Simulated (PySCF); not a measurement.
Gas-phase reaction: H3SiCCH + ethylsilane ⇌ 2 (CH3)2Si

Method: PySCF energies (xtb for GFN2) plus ideal-gas RRHO corrections (1 bar). † marks an energy on the PBE0/def2-TZVP geometry and frequencies; other levels use their own. MP2 and CCSD(T) freeze the core. All species are closed-shell singlets. B3LYP is the form with VWN-RPA correlation. No R ln 2 is added for the mirror-image form of (CH3)2Si. (CH3)2Si: computed as isolated molecules; such fragments, hydroxides, amides, oligomers or adducts are transient or little studied in the gas. MP2 isn't extrapolated to the basis-set limit; its ΔH°(298 K) is 123.8 kJ in def2-SVP and 113.7 kJ in def2-TZVPP. CCSD(T) isn't extrapolated to the basis-set limit; its ΔH°(298 K) is 103.3 kJ in def2-SVP and 92.7 kJ in def2-TZVPP. The harmonic model lacks anharmonicity and excited electronic states, which grow with temperature; levels with a mode under 35 cm⁻¹ are left out. Internal rotation in ethylsilane, (CH3)2Si is treated as a harmonic vibration of one conformer, which makes the entropy rough.

```csv
level,"ΔE electronic, kJ","ΔH°(298 K), kJ","ΔS°(298 K), J/K","ΔG°(1800 K), kJ"
B3LYP/def2-TZVP†,68,93,28,46
CCSD(T)/def2-TZVPP†,68,93,28,46
GFN2-xTB,152,189,38,144
MP2/def2-TZVPP†,88,114,28,67
PBE/def2-SVP,45,69,29,20
ωB97M-V/def2-TZVP†,48,73,28,27
```
ΔH° is lowest at PBE/def2-SVP and highest at GFN2-xTB. No reference value is set beside these.
